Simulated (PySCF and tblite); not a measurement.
The numbers below are computed, except where a source is named.
# C2H6S, numbered as in [CH3:1][CH2:2][SH:3]: conformational analysis

Search: ETKDG and KDG, MMFF94s, GFN2-xTB, 90 starts; geometries at PBE0-D3(BJ)/def2-SVP. Free energies are PBE0-D3(BJ)/def2-TZVP single points with GFN2-xTB rigid-rotor and vibrational terms (modes under about 100 cm⁻¹ blended into free rotors). Symmetry numbers and mirror images are counted. Conformers within 4 kcal/mol (GFN2-xTB free energy) were kept, 5 at most. GIAO shieldings: PBE0/pcSseg-1. Shifts are against TMS (¹H), TMS (¹³C) at the same level. Codes: tblite and PySCF.

Torsions listed: C1–C2–S3–H3. Of a mirror pair one member is shown.

| conformer | shape | symmetry | E(GFN2) kcal/mol | E(DFT) kcal/mol | G(298.15 K) kcal/mol | weight % | dipole D |
| --- | --- | --- | --- | --- | --- | --- | --- |
| 1 | 64° | C1 (pair) | 0.00 | 0.00 | 0.00 | 76.7 | 1.67 |
| 2 | -178° | Cs | 1.35 | 0.57 | 0.70 | 23.3 | 1.66 |

Weights (%) against temperature:

```json
{"T (K)": "180", "1": "84.8", "2": "15.2", "S(mix) cal/mol/K": "2.02"}
{"T (K)": "230", "1": "80.7", "2": "19.3", "S(mix) cal/mol/K": "2.09"}
{"T (K)": "298.15", "1": "76.7", "2": "23.3", "S(mix) cal/mol/K": "2.14"}
{"T (K)": "330", "1": "75.2", "2": "24.8", "S(mix) cal/mol/K": "2.15"}
{"T (K)": "400", "1": "72.8", "2": "27.2", "S(mix) cal/mol/K": "2.17"}
```

Averaged shifts at 298.15 K. ¹H: 2.32 (H2, 2H), 1.21 (H1, 3H) ppm. ¹³C: 25.2 (C2), 21.2 (C1) ppm.

Coordinates of conformer 1 (Å):

```xyz
9

C    -0.868    0.400   -0.271
C     0.205   -0.550    0.222
S     1.717   -0.566   -0.793
H    -1.144    0.177   -1.312
H    -1.773    0.323    0.353
H    -0.523    1.445   -0.233
H     0.475   -0.346    1.270
H    -0.148   -1.593    0.187
H     2.074    0.716   -0.561
```

Coordinates of conformer 2 (Å):

```xyz
9

C    -1.007   -0.439   -0.109
C     0.199    0.402    0.264
S     1.699   -0.637    0.206
H    -1.922    0.172   -0.089
H    -0.901   -0.859   -1.121
H    -1.140   -1.276    0.593
H     0.314    1.244   -0.435
H     0.083    0.815    1.278
H     2.571    0.312    0.611
```

H on N, O and S are left out: they exchange, and hydrogen bonds move them by several ppm. Shifts are unscaled: against experiment ¹³C can be off by 15 ppm or more and ¹H by 0.8 ppm.

Search and properties took 14 s on 1 thread of Arm Neoverse V2, on a host shared with other jobs (rough), launched as `OMP_NUM_THREADS=1 python ens_run.py task.json out`.
